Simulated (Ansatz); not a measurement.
Relaxing Ta

These are results of DFT PBEsol, scalar-relativistic, plane waves, PAW (Ansatz 0.2.0), not measurements. Cutoff 420 eV, Γ-centred k mesh, Gaussian smearing, no spin polarisation in the final step.

Ta was placed on the lonsdaleite structure type (P6_3/mmc, No. 194), at a guessed volume.

```
CELL_PARAMETERS angstrom
3.74803 0.00000 0.00000
-1.87402 3.24589 0.00000
0.00000 0.00000 6.18426
ATOMIC_POSITIONS crystal
Ta 0.33333 0.66667 0.43750
Ta 0.66667 0.33333 0.93750
Ta 0.66667 0.33333 0.56250
Ta 0.33333 0.66667 0.06250
```

Cell and atoms relax at zero pressure; the relaxation can't lower the symmetry of the start. After a coarse first stage the cell is made exact in the group found at 0.06 Å.

Energies count from the standard state of Ta at the same level.

(1) What does it relax into?

(2) What are its volume, energy, density and gap?

Results:

(1) It ends in P6/mmm (No. 191). Conventional cell: a = 4.575 Å, c = 2.664 Å. Ta has 5 Ta at 2.64–2.66 Å.

Space group P6/mmm (No. 191). a = 4.575 Å, b = 4.575 Å, c = 2.664 Å, α = 90.00°, β = 90.00°, γ = 120.00°
```tsv
atom	site	symmetry	x	y	z
Ta	2c	-6m2	0.3333	0.6667	0.0000
```

(2) The volume per atom is 24.14 Å³, the density is 12.45 g/cm³ and the energy over the standard structure is 1.99 eV/atom. The gap on the 15×15×20 mesh is 0 eV (a metal).

The final run used a 15×15×20 mesh on its 2-atom cell and 0.10 eV smearing. The k mesh leaves about 4 meV/atom of noise in metals. Spin–orbit coupling is left out. Symmetry constrained the relaxation, so the result can be a saddle point. The steps took about 90 core-seconds in all.

This form isn't the element's structure at ambient conditions.